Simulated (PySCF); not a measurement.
Bonds (- single, = double, # triple, : aromatic): C1-S2 1.814 Å, S2-C3 1.816 Å, S2=O4 1.500 Å. C1 carries H5, H6, H7; C3 carries H8, H9, H10.

Geometry: PBE0-D3(BJ)/def2-SVP; GIAO absolute shieldings from PySCF, gas phase, non-relativistic, averaged over equivalent atoms.

At PBE0/pcSseg-0 (52 basis functions, 6.3 s wall time on 1 thread of an Arm Neoverse N1, shared host):
| atoms | σ (ppm) |
| --- | --- |
| C1/C3 | 145.5 |
| S2 | 303.1 |
| O4 | 247.9 |
| H5/H6/H7/H8/H9/H10 | 30.55 |

Estimate the result of repeating the calculation with HF/pcSseg-2.

Results:


```tsv
atoms	σ at HF/pcSseg-2	change
C1/C3	151.5	+6.0
S2	247.5	-55.6
O4	310.6	+62.7
H5/H6/H7/H8/H9/H10	29.53	-1.02
```

The largest change is at O4 (S=O oxygen). Cost: 235 basis functions, 7.6 s wall time on 1 thread of an Arm Neoverse V2, shared host.
